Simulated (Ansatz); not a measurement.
Worked example: correlation energy of SiGeCl, doublet

Geometry: a PBE0/def2-TZVP stationary point for this spin, not checked as a minimum.

```
atom   x (Å)    y (Å)    z (Å)
  Cl  0.0000   0.8853   1.3034
  Ge  0.0000   0.0874  -0.9839
  Si  0.0000  -1.3435   0.8994
```

Basis cc-pVDZ; Ansatz 0.2.0. Only valence electrons are correlated (noble-gas cores and the filled d shells of p-block atoms frozen), which leaves 15 electrons in 39 orbitals. Prefix R: restricted or restricted open-shell reference; prefix U: unrestricted. No spin–orbit coupling is included, and no scalar relativity.

Full CI isn't at hand for all of this; UCCSDT(Q) serves as the reference, and is uncertain by about the last step of the cluster series.

Runs differ by some tens of microhartree through their thresholds and, for an open shell, their frozen cores, so steps under 0.03 kcal/mol mean nothing.

```tsv
level	total energy (hartree)
UHF	-2823.746625
UMP2	-2824.022733
UCCSD	-2824.058740
UCCSD(T)	-2824.070918
UCCSDT	-2824.072419
UCCSDT(Q)	-2824.073554
```

Problem. What is the correlation energy at UCCSDT(Q), and what share of it do UMP2 and UCCSDT recover?

Solution. E(corr) = -2824.073554 − (-2823.746625) = -0.326929 hartree = -8.896 eV. UMP2: -0.276108 / -0.326929 = 84.46 %. UCCSDT: -0.325794 / -0.326929 = 99.65 %.

Problem. By how many kcal/mol does UCCSD(T) miss UCCSDT(Q) (1 hartree = 627.509 kcal/mol), and which steps make up the rest?

Solution. -2824.070918 − (-2824.073554) = 0.002636 hartree = 1.65 kcal/mol. Steps: UCCSDT − UCCSD(T) = -0.94, UCCSDT(Q) − UCCSDT = -0.71 kcal/mol. Differences between like states or geometries often cancel part of this.
